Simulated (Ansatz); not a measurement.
Elastic constant C13 of some solids

Method: LDA in Ansatz (PAW). References are measured values corrected to a static lattice or taken at low temperature (these still hold zero-point motion).

Values in GPa.

```json
[
 {"solid": "hcp Mg", "reference": "21.7", "LDA": "21.9", "error (%)": "+0.9"},
 {"solid": "hcp Zn", "reference": "52.8", "LDA": "63.0", "error (%)": "+19.3"},
 {"solid": "hcp Os", "reference": "218†", "LDA": "246", "error (%)": "+12.8"},
 {"solid": "hcp Be", "reference": "11§", "LDA": "11.2", "error (%)": "+1.8"},
 {"solid": "L1₀ (CuAu-type) TiAl", "reference": "75†", "LDA": "98.8", "error (%)": "+32"},
 {"solid": "hcp Ti", "reference": "68", "LDA": "92.1", "error (%)": "+35"},
 {"solid": "hcp Y", "reference": "19", "LDA": "26.4", "error (%)": "+39"},
 {"solid": "hcp Zr", "reference": "64.6", "LDA": "81.2", "error (%)": "+26"}
]
```

Over these 8 solids the mean error is +21 %, the mean absolute error 21 % (median 23 %), and the worst case hcp Y at +39 %; the value is above the reference in 8 of 8 cases.

All these references are low-temperature values that still hold zero-point motion.

Spin–orbit coupling is left out, also for the solids with elements from indium on (hcp Os); its size isn't shown.

† marks references with one source in our tables, § those from which another value on file, of any temperature, differs by over 15 %.

Differences are worked out from the printed values.

Each level is taken at its own relaxed cell. Ansatz's density-functional and Hartree–Fock values are scalar-relativistic unless marked +SOC, with PAW data made under PBE.

Ansatz's runs of these crystals have no spin polarisation.

Not in this set, of the solids of all kinds but layered and molecular ones with a reference value in our tables and a result at some level: 23 for a reference at room or unstated temperature (corundum (α-Al2O3), wurtzite AlN, chalcopyrite CdGeAs2, wurtzite CdS, hcp Cd and 18 more); 1 for sources at odds (wurtzite GaN); 1 for a high-temperature or high-pressure phase (wurtzite ZnS). These can be a level's worst cases. At least 6 more with a reference value are held back for tests. The metals Ce to Yb are counted apart.

References as tabulated in Ibrahim et al. (2023), arXiv:2305.03577; Galib et al. (2023), arXiv:2209.08184; Liu et al. (2023), arXiv:2002.00005; Elastic Constants of Single Crystal Beryllium, J. Appl. Phys., doi … and others.

Ansatz is an electronic-structure program.
